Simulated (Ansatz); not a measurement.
Geometry optimisation, RKS PBE/def2-SVP (Ansatz 0.2.0).

Input file:

```yaml
crystal:
  periodic: [false, false, false]
  atoms:
    - { symbol: B, position_ang: [-0.057616, 0.319877, -1.036145] }
    - { symbol: Cl, position_ang: [1.241343, -0.41632, 1.644878] }
    - { symbol: H, position_ang: [1.739407, 0.094374, 0.504282] }
    - { symbol: "N", position_ang: [-1.405253, 0.062148, -0.860779] }
    - { symbol: H, position_ang: [-1.811312, -0.432355, -0.057673] }
    - { symbol: H, position_ang: [-2.084669, 0.372276, -1.567562] }
basis:
  gaussian: { orbitals: def2-SVP }
hamiltonian:
  xc: pbe
relax:
  f_tol: 0.03
  max_steps: 50
```

Command:

```bash
$ ansatz run input.yaml --threads 1 --pin off --max-ram 2048MiB --backend cpu --events-out ev --progress --plain --runs-dir out
```

Question: Where does it end, and by what steps?

Answer: The forces met the threshold. After 17 steps the energy has fallen by 4.192 eV; H3 moved furthest, 1.56 Å. Parted: Cl2–H3. Joined: B1–Cl2, B1–H3.

```
step  energy less start (eV)  largest force component (eV/Å)  accepted
   0                  0.0000                           0.587       yes
   1                 -0.0872                           0.495       yes
   2                 -0.1982                           0.410       yes
   3                 -0.3373                           0.862       yes
   4                 -0.4395                           1.342       yes
   5                 -0.5004                           0.624       yes
   6                 -0.6955                           1.091       yes
   7                 -1.0200                           1.918       yes
   8                 -1.5066                           3.123       yes
   9                 -2.1845                           3.755       yes
  10                 -2.7933                           3.528       yes
  11                 -3.6671                           2.823       yes
  12                 -3.7427                           3.979       yes
  13                 -4.1703                           0.690       yes
  14                 -4.1476                           0.745        no
  15                 -4.1914                           0.039       yes
  16                 -4.1916                           0.054       yes
  17                 -4.1918                           0.004       yes
```

```xyz
6
Properties=species:S:1:pos:R:3
B 0.223 0.076 -0.112
Cl 0.691 -0.525 1.497
H 1.072 0.561 -0.830
N -1.105 -0.015 -0.530
H -1.847 -0.416 0.046
H -1.412 0.318 -1.444
```

Whether the end is a true minimum wasn't checked by a vibrational analysis.

The run took 9.1 s on 1 thread of AMD EPYC 9R45 96-Core Processor (Zen 5), with other jobs on the host, peak memory 0.14 GiB.
